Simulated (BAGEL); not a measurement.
# C2HClOS (SMILES S=C1OC1Cl) at HF/3-21G (density fitting with qzvpp-jkfit)

Aim: the vertical ionisation energy of C2HClOS at HF/3-21G (density fitting with qzvpp-jkfit), from 2 runs. 

The calculation is run with BAGEL 1.2.2.

2 further runs of the same task are left out: 2 set aside as unsound or not needed.

## 1. The molecule

C2HClOS: 6 atoms, total charge 0, spin state singlet. As SMILES, `S=C1OC1Cl`. Geometry: relaxed at PBE0-D4/def2-TZVP.

Bond lengths: S1–C2 1.584 Å, C2–O3 1.331 Å, C2–C4 1.440 Å, O3–C4 1.460 Å, C4–Cl5 1.726 Å, C4–H6 1.084 Å. Angles: S1–C2–O3 140.6°, S1–C2–C4 155.9°, O3–C2–C4 63.4°, C2–O3–C4 61.9°, C2–C4–O3 54.7°, C2–C4–Cl5 121.4°, O3–C4–Cl5 116.7°, C2–C4–H6 122.4°, O3–C4–H6 114.3°, Cl5–C4–H6 113.2°.

## 2. The energy at HF/3-21G (density fitting with qzvpp-jkfit)

The input, input.json:

```json
{ "bagel" : [

{
  "title" : "molecule",
  "basis" : "3-21g",
  "df_basis" : "qzvpp-jkfit",
  "angstrom" : "true",
  "geometry" : [
    { "atom" : "S", "xyz" : [      -0.684100,      -1.636300,       1.568100 ] },
    { "atom" : "C", "xyz" : [      -0.411400,      -0.600000,       0.400900 ] },
    { "atom" : "O", "xyz" : [      -1.050600,       0.045600,      -0.571900 ] },
    { "atom" : "C", "xyz" : [       0.376000,       0.301100,      -0.399600 ] },
    { "atom" : "Cl", "xyz" : [       0.818900,       1.865800,       0.178800 ] },
    { "atom" : "H", "xyz" : [       0.993200,      -0.040200,      -1.222400 ] }
  ]
},

{ "title" : "hf" },

{ "title" : "print", "file" : "orbitals.molden", "orbitals" : "true" }

]}
```

Run with:

```console
$ BAGEL_NUM_THREADS=1 BAGEL input.json > input.out
```

What it wrote:

```text
* using 1 threads per process

  ===============================================================
  ===============================================================

  *** Geometry ***

  { "atom" : "S", "xyz" : [     -1.292762,     -3.092159,      2.963280 ] },
  { "atom" : "C", "xyz" : [     -0.777433,     -1.133836,      0.757591 ] },
  { "atom" : "O", "xyz" : [     -1.985346,      0.086172,     -1.080734 ] },
  { "atom" : "C", "xyz" : [      0.710537,      0.568997,     -0.755135 ] },
  { "atom" : "Cl", "xyz" : [      1.547497,      3.525851,      0.337883 ] },
  { "atom" : "H", "xyz" : [      1.876876,     -0.075967,     -2.310001 ] },

  Number of auxiliary basis functions:      501

  Since a DF basis is specified, we compute 2- and 3-index integrals:
    o Being stored without compression. Storage requirement is 0.012 GB

  Number of basis functions:       55
  Number of electrons      :       54

    * METHOD: MOLECULE                             0.31

  *** RHF ***

  === Nuclear Repulsion ===
   248.8659556033

      * DIIS with orbital gradients will be used.

  === RHF iteration (3-21g) ===
      0      -1002.94207263          0.01975333           0.07
      1      -1003.01478465          0.01556503           0.07
      2      -1003.06688907          0.00154297           0.07
      3      -1003.06851884          0.00049076           0.07
      4      -1003.06867074          0.00024163           0.07
      5      -1003.06872296          0.00009357           0.07
      6      -1003.06873294          0.00006093           0.07
      7      -1003.06873577          0.00001317           0.07
      8      -1003.06873597          0.00000504           0.07
      9      -1003.06873598          0.00000245           0.07
     10      -1003.06873599          0.00000085           0.07
     11      -1003.06873599          0.00000038           0.07
     12      -1003.06873599          0.00000017           0.07
     13      -1003.06873599          0.00000008           0.07
     14      -1003.06873599          0.00000004           0.07
     15      -1003.06873599          0.00000002           0.07
     16      -1003.06873599          0.00000001           0.07
     17      -1003.06873599          0.00000001           0.07
    * SCF iteration converged.

    * Permanent dipole moment:
           (   -0.818232,    -0.033655,     0.579612) a.u.

    * METHOD: HF                                   1.49

    * METHOD: PRINT                                0.01

  ===============================================================
```

Run time: 2 s. Hardware: 1 thread of Arm Neoverse N1, shared host; peak memory 0.091 GiB.

## 3. The doublet cation, same level

input.json: that of step 2 with these lines changed.

```diff
@@ -17,3 +17,3 @@
 
-{ "title" : "hf" },
+{ "title" : "uhf", "charge" : 1, "nopen" : 1 },
```

Run with:

```console
$ BAGEL_NUM_THREADS=1 BAGEL input.json > input.out
```

What it wrote:

```text
* using 1 threads per process

  ===============================================================
  ===============================================================

  *** Geometry ***

  { "atom" : "S", "xyz" : [     -1.292762,     -3.092159,      2.963280 ] },
  { "atom" : "C", "xyz" : [     -0.777433,     -1.133836,      0.757591 ] },
  { "atom" : "O", "xyz" : [     -1.985346,      0.086172,     -1.080734 ] },
  { "atom" : "C", "xyz" : [      0.710537,      0.568997,     -0.755135 ] },
  { "atom" : "Cl", "xyz" : [      1.547497,      3.525851,      0.337883 ] },
  { "atom" : "H", "xyz" : [      1.876876,     -0.075967,     -2.310001 ] },

  Number of auxiliary basis functions:      501

  Since a DF basis is specified, we compute 2- and 3-index integrals:
    o Being stored without compression. Storage requirement is 0.012 GB

  Number of basis functions:       55
  Number of electrons      :       54

    * METHOD: MOLECULE                             0.31

  *** Open-shell HF ***

  === Nuclear Repulsion ===
   248.8659556033

      * DIIS with orbital gradients will be used.

  === UHF iteration (3-21g) ===
      0      -1002.54024127          0.04499417           0.14
      1      -1002.65028833          0.03687933           0.14
      2      -1002.69396470          0.02702410           0.14
      3      -1002.73546906          0.00262033           0.14
      4      -1002.73840459          0.00162668           0.14
      5      -1002.73977766          0.00060065           0.14
      6      -1002.74011566          0.00026268           0.14
      7      -1002.74024288          0.00014371           0.14
      8      -1002.74031753          0.00007735           0.14
      9      -1002.74035978          0.00005735           0.14
     10      -1002.74038389          0.00004515           0.14
     11      -1002.74040363          0.00003589           0.14
     12      -1002.74042195          0.00002690           0.14
     13      -1002.74043338          0.00001140           0.14
     14      -1002.74043435          0.00000769           0.14
     15      -1002.74043458          0.00000391           0.14
     16      -1002.74043456          0.00000263           0.14
     17      -1002.74043461          0.00000170           0.14
     18      -1002.74043464          0.00000125           0.14
     19      -1002.74043465          0.00000095           0.14
     20      -1002.74043466          0.00000062           0.14
     21      -1002.74043466          0.00000044           0.14
     22      -1002.74043466          0.00000025           0.14
     23      -1002.74043466          0.00000010           0.14
     24      -1002.74043466          0.00000004           0.14
     25      -1002.74043466          0.00000003           0.14
     26      -1002.74043466          0.00000002           0.14
     27      -1002.74043466          0.00000001           0.14
     28      -1002.74043466          0.00000001           0.14
    * SCF iteration converged.

    * S^2 (UHF) is 0.7959

    * Permanent dipole moment:
           (   -0.236242,     1.661676,    -0.409259) a.u.

    * METHOD: UHF                                  4.23

    * METHOD: PRINT                                0.02

  ===============================================================
```

Wall time 4.8 s (1 thread of Arm Neoverse N1, shared host); peak memory 0.091 GiB.

## 4. Outcome

Level: HF/3-21G (density fitting with qzvpp-jkfit).

| quantity | value |
| --- | --- |
| singlet C2HClOS: total energy | -1003.06874 Eh |
| singlet C2HClOS: dipole moment | 2.55 D |
| singlet C2HClOS: HOMO energy | -10.26 eV |
| singlet C2HClOS: LUMO energy | 1.42 eV |
| singlet C2HClOS: HOMO–LUMO gap | 11.68 eV |
| doublet cation: total energy | -1002.74043 Eh |
| doublet cation: ⟨S²⟩ | 0.796 |
| vertical ionisation energy (to the doublet cation) | 8.934 eV |

Removing an electron at fixed nuclei costs 8.93 eV (862 kJ/mol). −ε(HOMO) before ionisation, 10.26 eV, is 1.33 eV above this ionisation energy.
